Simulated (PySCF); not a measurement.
Fractional electron number in Si (silicon, neutral)

The 3p alpha orbital of [Ne] 3s2 3p2 is emptied in steps (occupation f), with all orbitals relaxed, ending at [Ne] 3s2 3p1. All numbers are calculated (PySCF 2.14, the spin-free X2C one-electron Hamiltonian (Gaussian nucleus), in jorge-DZP-DKH (7s4p1d, 24 functions)). The exact energy is a straight line in f; departures are measured from the line between the end points of the same method.

Q: Among UHF, LDA, PBE, PBE0, r2SCAN, LC-wPBE, BHandHLYP, wB97X, HSE06, MN15, which shows the largest delocalisation error (convex curve), and which is closest to linear?

A: Most convex: LDA (-0.911 eV at f = 0.4); closest to linear: LC-wPBE (-0.023 eV).

| f | UHF (eV) | LDA (eV) | PBE (eV) | PBE0 (eV) | r2SCAN (eV) | LC-wPBE (eV) | BHandHLYP (eV) | wB97X (eV) | HSE06 (eV) | MN15 (eV) |
| --- | --- | --- | --- | --- | --- | --- | --- | --- | --- | --- |
| 1 | 0.000 | 0.000 | 0.000 | 0.000 | 0.000 | 0.000 | 0.000 | 0.000 | 0.000 | 0.000 |
| 0.8 | 0.079 | -0.604 | -0.590 | -0.424 | -0.551 | -0.020 | -0.268 | -0.061 | -0.486 | -0.384 |
| 0.6 | 0.117 | -0.908 | -0.885 | -0.634 | -0.819 | -0.027 | -0.401 | -0.087 | -0.728 | -0.572 |
| 0.4 | 0.115 | -0.911 | -0.884 | -0.631 | -0.809 | -0.023 | -0.399 | -0.081 | -0.725 | -0.564 |
| 0.2 | 0.076 | -0.608 | -0.587 | -0.417 | -0.529 | -0.011 | -0.265 | -0.051 | -0.480 | -0.368 |
| 0 | 0.000 | 0.000 | 0.000 | 0.000 | 0.000 | 0.000 | 0.000 | 0.000 | 0.000 | 0.000 |

| method | E(f=0) − E(f=1) (eV) | −ε at f=1 (eV) | −ε at f=0.4 (eV) |
| --- | --- | --- | --- |
| UHF | 7.621 | 8.124 | 7.517 |
| LDA | 8.212 | 4.455 | 8.961 |
| PBE | 8.171 | 4.490 | 8.919 |
| PBE0 | 8.200 | 5.546 | 8.746 |
| r2SCAN | 8.310 | 4.850 | 9.046 |
| LC-wPBE | 8.290 | 8.151 | 8.334 |
| BHandHLYP | 7.963 | 6.285 | 8.304 |
| wB97X | 8.051 | 7.658 | 8.145 |
| HSE06 | 8.189 | 5.144 | 8.811 |
| MN15 | 8.061 | 5.650 | 8.579 |

Reference removal energy between the ground levels: 8.152 eV (measured; NIST Atomic Spectra Database, ionization energies). The calculation has no spin-orbit coupling. UHF lacks correlation.
